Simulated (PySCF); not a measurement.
# One shape, several levels: C4H2F− (SMILES [C-]#C/C=C\F)

Aim: a comparison of 6 runs (HF/STO-3G, HF/3-21G, B3LYP/6-31G*, PBE0/cc-pVDZ, SVWN5/cc-pVTZ, MP2/def2-TZVP) of C4H2F−. 

Program for the calculation: PySCF 2.14.0.

## 1. The system as given

The species is C4H2F− (7 atoms), meant as a singlet with charge -1. SMILES: `[C-]#C/C=C\F`. The shape is that of a GFN2-xTB optimisation.

Bond lengths: C1–C2 1.243 Å, C2–C3 1.400 Å, C3–C4 1.344 Å, C4–F5 1.387 Å, C3–H6 1.101 Å, C4–H7 1.086 Å. Angles: C1–C2–C3 176.8°, C2–C3–C4 129.9°, C3–C4–F5 124.1°, C2–C3–H6 117.3°, C4–C3–H6 112.8°, C3–C4–H7 126.0°, F5–C4–H7 109.9°.

## 2. Energy and forces at HF/STO-3G (run 1)

File input.xyz:

```xyz
7

C      1.474530    -1.392260     1.722680
C      0.646500    -0.766630     1.038720
C     -0.335320    -0.065230     0.328130
C     -0.263670     0.544980    -0.866800
F      0.878250     0.581720    -1.654000
H     -1.329500     0.020250     0.792600
H     -1.070780     1.077160    -1.361340
```

File job.py:

```python
import pyscf.grad
from pyscf import gto

system = gto.Mole()
system.atom = 'input.xyz'
system.charge = -1
system.verbose = 4
system.max_memory = 1860
system.basis = 'sto-3g'
system.spin = 0
system.build()

calc0 = system.RHF()
calc0.conv_tol = 1e-10
calc0.kernel()
if not calc0.converged:
    calc0 = calc0.newton().run(calc0.mo_coeff, calc0.mo_occ)

e_final = calc0.e_tot
print('E = %.10f Eh' % e_final)
grad = calc0.Gradients().kernel()
calc0.analyze()
```

The run is started by

```sh
$ OMP_NUM_THREADS=1 python job.py
```

The program printed:

```text
PySCF version 2.14.0

[... 65 lines left out ...]
converged SCF energy = -248.492414974791
[... 17 lines left out ...]
One-electron Energy =                 -608.518506567333361
[... 2 lines left out ...]
DFT Exchange-Correlation Energy =      -32.127610716514937
[... 4 lines left out ...]
MO #3   energy= -10.8264781711522  occ= 2
[... 2 lines left out ...]
MO #6   energy= -1.28337240054512  occ= 2
[... 2 lines left out ...]
MO #9   energy= -0.514344101244796 occ= 2
[... 2 lines left out ...]
MO #12  energy= -0.323640374938941 occ= 2
[... 2 lines left out ...]
MO #15  energy= -0.139187390085471 occ= 2
[... 2 lines left out ...]
MO #18  energy= 0.0454009731322411 occ= 2
[... 2 lines left out ...]
MO #21  energy= 0.781037576912143  occ= 0
[... 2 lines left out ...]
MO #24  energy= 0.949055397424554  occ= 0
[... 2 lines left out ...]
MO #27  energy= 1.71106363812694   occ= 0
[... 2 lines left out ...]
pop of  0 C 1s            1.99989
pop of  0 C 2s            1.60510
pop of  0 C 2px           1.02827
pop of  0 C 2py           0.83007
pop of  0 C 2pz           0.93123
pop of  1 C 1s            1.99988
pop of  1 C 2s            1.03645
pop of  1 C 2px           1.07951
pop of  1 C 2py           1.13447
pop of  1 C 2pz           1.11363
pop of  2 C 1s            1.99982
pop of  2 C 2s            1.02217
pop of  2 C 2px           1.01105
pop of  2 C 2py           0.98324
pop of  2 C 2pz           1.00074
pop of  3 C 1s            1.99986
pop of  3 C 2s            1.04327
pop of  3 C 2px           0.84530
pop of  3 C 2py           1.16661
pop of  3 C 2pz           1.00187
pop of  4 F 1s            1.99996
pop of  4 F 2s            1.88736
pop of  4 F 2px           1.54276
pop of  4 F 2py           1.95888
pop of  4 F 2pz           1.75523
pop of  5 H 1s            1.00515
pop of  6 H 1s            1.01823
 ** Mulliken atomic charges  **
charge of    0C =     -0.39456
charge of    1C =     -0.36394
charge of    2C =     -0.01702
charge of    3C =     -0.05691
charge of    4F =     -0.14420
charge of    5H =     -0.00515
charge of    6H =     -0.01823

WARN: System has nonzero charge -1; the dipole moment is origin-dependent.
Location of origin: [0. 0. 0.]

Dipole moment(X, Y, Z, Debye): -5.54458,  4.13302, -4.36564
```

It took 3 s on 1 thread of Intel Xeon at 2.50GHz (Skylake/Cascade Lake), shared host; peak memory 0.12 GiB.

## 3. Energy and forces at HF/3-21G (run 2)

File input.py:

```python
import pyscf.grad
from pyscf import gto

system = gto.M(
    atom=[
    ('C', (1.474530, -1.392260, 1.722680)),
    ('C', (0.646500, -0.766630, 1.038720)),
    ('C', (-0.335320, -0.065230, 0.328130)),
    ('C', (-0.263670, 0.544980, -0.866800)),
    ('F', (0.878250, 0.581720, -1.654000)),
    ('H', (-1.329500, 0.020250, 0.792600)),
    ('H', (-1.070780, 1.077160, -1.361340)),
],
    charge=-1,
    max_memory=1860,
    verbose=4,
    basis='3-21g',
)

hf = system.RHF()
hf.conv_tol = 1e-10
hf.kernel()
if not hf.converged:
    hf = hf.newton().run(hf.mo_coeff, hf.mo_occ)

e_final = hf.e_tot
print('E = %.10f Eh' % e_final)
grad = hf.Gradients().kernel()
hf.analyze()
```

The run is started by

```sh
$ OMP_NUM_THREADS=1 python input.py
```

The program printed:

```text
PySCF version 2.14.0

[... 67 lines left out ...]
converged SCF energy = -250.543191122502
[... 19 lines left out ...]
Two-electron Coulomb Energy =          258.299802335582683
[... 6 lines left out ...]
MO #4   energy= -10.8887444003105  occ= 2
[... 4 lines left out ...]
MO #9   energy= -0.638493574964478 occ= 2
[... 4 lines left out ...]
MO #14  energy= -0.385270790317008 occ= 2
[... 4 lines left out ...]
MO #19  energy= 0.331858683459332  occ= 0
[... 4 lines left out ...]
MO #24  energy= 0.57369235307499   occ= 0
[... 4 lines left out ...]
MO #29  energy= 1.13171273127077   occ= 0
[... 4 lines left out ...]
MO #34  energy= 1.30515956304576   occ= 0
[... 4 lines left out ...]
MO #39  energy= 1.55073941639802   occ= 0
[... 4 lines left out ...]
MO #44  energy= 2.16997123092779   occ= 0
[... 4 lines left out ...]
MO #49  energy= 4.28617748520406   occ= 0
[... 24 lines left out ...]
pop of  2 C 2py           0.98848
pop of  2 C 2pz           1.03354
pop of  2 C 3px           0.00316
pop of  2 C 3py           0.00448
pop of  2 C 3pz           0.00761
pop of  3 C 1s            1.99979
pop of  3 C 2s            0.97012
pop of  3 C 3s            0.00274
pop of  3 C 2px           0.78239
pop of  3 C 2py           1.16015
pop of  3 C 2pz           0.98975
pop of  3 C 3px           0.00782
pop of  3 C 3py           0.00748
pop of  3 C 3pz           0.01401
pop of  4 F 1s            1.99985
pop of  4 F 2s            1.85185
pop of  4 F 3s            0.00269
pop of  4 F 2px           1.68152
pop of  4 F 2py           1.95835
pop of  4 F 2pz           1.82473
pop of  4 F 3px           0.00073
pop of  4 F 3py           0.00099
pop of  4 F 3pz           0.00110
pop of  5 H 1s            0.91461
pop of  5 H 2s            0.00895
pop of  6 H 1s            0.92067
pop of  6 H 2s            0.01024
 ** Mulliken atomic charges  **
charge of    0C =     -0.44895
charge of    1C =     -0.37619
charge of    2C =     -0.06432
charge of    3C =      0.06575
charge of    4F =     -0.32181
charge of    5H =      0.07644
charge of    6H =      0.06909

WARN: System has nonzero charge -1; the dipole moment is origin-dependent.
Location of origin: [0. 0. 0.]

Dipole moment(X, Y, Z, Debye): -7.08114,  4.79171, -4.64486
```

Wall time 3.3 s (1 thread of Intel Xeon at 2.50GHz (Skylake/Cascade Lake), shared host); peak memory 0.12 GiB.

Run 3 isn't shown in full; the table further down has it.

## 4. Energy and gradient at PBE0/cc-pVDZ (run 4)

File job.py:

```python
import pyscf.grad
from pyscf import gto, dft

molecule = gto.M(
    atom='''
C      2.786458    -2.630990     3.255393
C      1.221708    -1.448721     1.962896
C     -0.633663    -0.123267     0.620076
C     -0.498264     1.029863    -1.638015
F      1.659652     1.099291    -3.125607
H     -2.512391     0.038267     1.497797
H     -2.023481     2.035537    -2.572560
''',
    spin=0,
    charge=-1,
    verbose=3,
    basis='cc-pvdz',
    max_memory=1860,
    unit='bohr',
)

ks = dft.RKS(molecule, xc='pbe0')
ks.conv_tol = 1e-10
ks.grids.level = 5
ks.kernel()
if not ks.converged:
    ks = ks.newton().run(ks.mo_coeff, ks.mo_occ)

e_final = ks.e_tot
print('E(%s) = %.9f' % ('PBE0', e_final))
grad = ks.Gradients().kernel()
dip = ks.dip_moment()
pop, q = ks.mulliken_pop()
```

The run is started by

```sh
$ OMP_NUM_THREADS=1 python job.py
```

The program printed:

```text
converged SCF energy = -253.081970315758
E(PBE0) = -253.081970316
--------------- RKS gradients ---------------
         x                y                z
0 C    -0.0174139333     0.0136354572    -0.0148145930
1 C     0.0105036202    -0.0091112483     0.0103870316
2 C     0.0008592315    -0.0017960836     0.0028005995
3 C    -0.0149036662    -0.0010087847     0.0114255365
4 F     0.0128194949     0.0018977294    -0.0116722210
5 H     0.0030151526    -0.0016585728     0.0013306365
6 H     0.0051197141    -0.0019568873     0.0005393520
----------------------------------------------

WARN: System has nonzero charge -1; the dipole moment is origin-dependent.
Location of origin: [0. 0. 0.]

Dipole moment(X, Y, Z, Debye): -6.68415,  4.88845, -5.09151
 ** Mulliken pop  **
pop of  0 C 1s            2.01031
pop of  0 C 2s            0.72066
pop of  0 C 3s            0.59798
pop of  0 C 2px           0.63727
pop of  0 C 2py           0.52208
pop of  0 C 2pz           0.56925
pop of  0 C 3px           0.49043
pop of  0 C 3py           0.40712
pop of  0 C 3pz           0.46496
pop of  0 C 3dxy          0.01047
pop of  0 C 3dyz          0.00853
pop of  0 C 3dz^2         0.01166
pop of  0 C 3dxz          0.01080
pop of  0 C 3dx2-y2       0.01257
pop of  1 C 1s            2.01087
pop of  1 C 2s            0.66817
pop of  1 C 3s            0.39909
pop of  1 C 2px           0.70933
pop of  1 C 2py           0.67425
pop of  1 C 2pz           0.68632
pop of  1 C 3px           0.24163
pop of  1 C 3py           0.37400
pop of  1 C 3pz           0.40465
pop of  1 C 3dxy          0.00843
pop of  1 C 3dyz          0.00644
pop of  1 C 3dz^2         0.00886
pop of  1 C 3dxz          0.00842
pop of  1 C 3dx2-y2       0.00964
pop of  2 C 1s            2.01279
pop of  2 C 2s            0.66065
pop of  2 C 3s            0.48100
pop of  2 C 2px           0.71353
pop of  2 C 2py           0.63682
pop of  2 C 2pz           0.72168
pop of  2 C 3px           0.27428
pop of  2 C 3py           0.36880
pop of  2 C 3pz           0.20818
pop of  2 C 3dxy          0.00672
pop of  2 C 3dyz          0.01513
pop of  2 C 3dz^2         0.02299
pop of  2 C 3dxz          0.01775
pop of  2 C 3dx2-y2       0.01711
pop of  3 C 1s            2.01085
pop of  3 C 2s            0.67193
pop of  3 C 3s            0.40138
pop of  3 C 2px           0.55844
pop of  3 C 2py           0.71086
pop of  3 C 2pz           0.70530
pop of  3 C 3px           0.11491
pop of  3 C 3py           0.38908
pop of  3 C 3pz           0.20242
pop of  3 C 3dxy          0.01904
pop of  3 C 3dyz          0.01347
pop of  3 C 3dz^2         0.02277
pop of  3 C 3dxz          0.04174
pop of  3 C 3dx2-y2       0.01530
pop of  4 F 1s            2.00575
pop of  4 F 2s            0.89517
pop of  4 F 3s            1.00346
pop of  4 F 2px           1.02039
pop of  4 F 2py           1.19174
pop of  4 F 2pz           1.10859
pop of  4 F 3px           0.61620
pop of  4 F 3py           0.72014
pop of  4 F 3pz           0.67326
pop of  4 F 3dxy          0.00082
pop of  4 F 3dyz          0.00035
pop of  4 F 3dz^2         0.00068
pop of  4 F 3dxz          0.00196
pop of  4 F 3dx2-y2       0.00121
pop of  5 H 1s            0.75168
pop of  5 H 2s            0.22695
pop of  5 H 2px           0.01540
pop of  5 H 2py           0.00583
pop of  5 H 2pz           0.00740
pop of  6 H 1s            0.76242
pop of  6 H 2s            0.24056
pop of  6 H 2px           0.01278
pop of  6 H 2py           0.01095
pop of  6 H 2pz           0.00722
 ** Mulliken atomic charges  **
charge of    0C =     -0.47408
charge of    1C =     -0.21008
charge of    2C =     -0.15742
charge of    3C =      0.12251
charge of    4F =     -0.23973
charge of    5H =     -0.00726
charge of    6H =     -0.03393
```

Run time: 52 s. Hardware: 1 thread of Intel Xeon at 2.50GHz (Skylake/Cascade Lake), shared host; peak memory 0.79 GiB.

Run 5 isn't shown in full; the table further down has it.

## 5. Energy and gradient at MP2/def2-TZVP (run 6)

File mol.xyz:

```xyz
7

C      1.474530    -1.392260     1.722680
C      0.646500    -0.766630     1.038720
C     -0.335320    -0.065230     0.328130
C     -0.263670     0.544980    -0.866800
F      0.878250     0.581720    -1.654000
H     -1.329500     0.020250     0.792600
H     -1.070780     1.077160    -1.361340
```

File run.py:

```python
# [C-]#C/C=C\F
from pyscf import gto, scf, mp

mol = gto.M(
    atom='mol.xyz',
    spin=0,
    charge=-1,
    max_memory=1860,
    verbose=4,
    basis='def2-tzvp',
)

mf = scf.RHF(mol)
mf.conv_tol = 1e-10
mf.kernel()
if not mf.converged:
    mf = mf.newton().run(mf.mo_coeff, mf.mo_occ)

pt = mp.MP2(mf, frozen=5).run()
energy = pt.e_tot
print('Final energy', energy)
grad = pt.nuc_grad_method().kernel()
mf.analyze()
```

The run is started by

```sh
$ OMP_NUM_THREADS=1 python run.py
```

The program printed:

```text
PySCF version 2.14.0

[... 99 lines left out ...]
MO #2   energy= -11.1516209216921  occ= 2
[... 14 lines left out ...]
MO #17  energy= -0.142420213667286 occ= 2
[... 14 lines left out ...]
MO #32  energy= 0.589650009846905  occ= 0
[... 14 lines left out ...]
MO #47  energy= 0.968529159773594  occ= 0
[... 14 lines left out ...]
MO #62  energy= 1.55479228612939   occ= 0
[... 14 lines left out ...]
MO #77  energy= 2.17320360959749   occ= 0
[... 14 lines left out ...]
MO #92  energy= 2.92355083069359   occ= 0
[... 14 lines left out ...]
MO #107 energy= 3.41210484853856   occ= 0
[... 14 lines left out ...]
MO #122 energy= 3.81323290155027   occ= 0
[... 14 lines left out ...]
MO #137 energy= 4.53658449249943   occ= 0
[... 14 lines left out ...]
MO #152 energy= 7.5621307220434    occ= 0
[... 14 lines left out ...]
MO #167 energy= 59.1035608016285   occ= 0
[... 142 lines left out ...]
pop of  4 F 3dz^2         0.00053
pop of  4 F 3dxz          0.00295
pop of  4 F 3dx2-y2       0.00167
pop of  4 F 4dxy          0.00007
pop of  4 F 4dyz          0.00003
pop of  4 F 4dz^2         0.00006
pop of  4 F 4dxz          0.00027
pop of  4 F 4dx2-y2       0.00016
pop of  4 F 4f-3          0.00003
pop of  4 F 4f-2          0.00003
pop of  4 F 4f-1          0.00000
pop of  4 F 4f+0          0.00003
pop of  4 F 4f+1          0.00006
pop of  4 F 4f+2          0.00011
pop of  4 F 4f+3          0.00004
pop of  5 H 1s            0.89345
pop of  5 H 2s            0.00527
pop of  5 H 3s            0.00202
pop of  5 H 2px           0.00096
pop of  5 H 2py           0.00022
pop of  5 H 2pz           0.00062
pop of  6 H 1s            0.90275
pop of  6 H 2s            0.00619
pop of  6 H 3s            0.00217
pop of  6 H 2px           0.00099
pop of  6 H 2py           0.00069
pop of  6 H 2pz           0.00060
 ** Mulliken atomic charges  **
charge of    0C =     -0.49678
charge of    1C =     -0.35289
charge of    2C =     -0.07653
charge of    3C =      0.10913
charge of    4F =     -0.36699
charge of    5H =      0.09747
charge of    6H =      0.08659

WARN: System has nonzero charge -1; the dipole moment is origin-dependent.
Location of origin: [0. 0. 0.]

Dipole moment(X, Y, Z, Debye): -7.36095,  5.16988, -5.18636
```

Run time: 4.1 min. Hardware: 1 thread of Intel Xeon at 2.50GHz (Skylake/Cascade Lake), shared host; peak memory 1.9 GiB.

## 6. All runs side by side

```tsv
run	level	Cartesian functions	integration grid	energy (Eh)	HOMO energy (eV)	LUMO energy (eV)	HOMO–LUMO gap (eV)	wall time
1	HF/STO-3G	no	–	-248.492415	1.24	13.67	12.44	3 s
2	HF/3-21G	no	–	-250.543191	-2.48	9.03	11.51	3.3 s
3	B3LYP/6-31G* (Cartesian functions)	yes	5	-253.337271	0.11	5.17	5.06	56 s
4	PBE0/cc-pVDZ	no	5	-253.081970	-0.52	4.93	5.45	52 s
5	SVWN5/cc-pVTZ	no	5	-251.412867	0.19	3.41	3.22	2.8 min
6	MP2/def2-TZVP	no	–	-252.908285	-3.17	7.89	11.05	4.1 min
```

## 7. Outcome

| quantity | value |
| --- | --- |
| run 6: total energy | -252.90829 Eh |
| run 6: HOMO energy (Hartree–Fock orbitals) | -3.17 eV |
| run 6: LUMO energy (Hartree–Fock orbitals) | 7.89 eV |
| run 6: HOMO–LUMO gap (to an unbound level, set by the basis) | 11.05 eV |
| run 6: correlation energy (5 core orbitals frozen) | -861.2 mEh |
| run 6: largest force on an atom | 1.280 eV/Å |

Over runs 1, 2, 3, 4, 5 the HOMO–LUMO gap runs from 3.22 eV (SVWN5/cc-pVTZ) to 12.44 eV (HF/STO-3G). The two ends differ in method and basis. The empty levels of an anion lie above zero and hang on the basis. Totals of different functionals can't be ranked against each other. In runs 1, 3, 5 the HOMO lies above zero, so the outermost electron may be held by the basis alone. In run 1 the basis is minimal, so the values are rough. All runs together took 8.8 min, the longest 4.1 min.
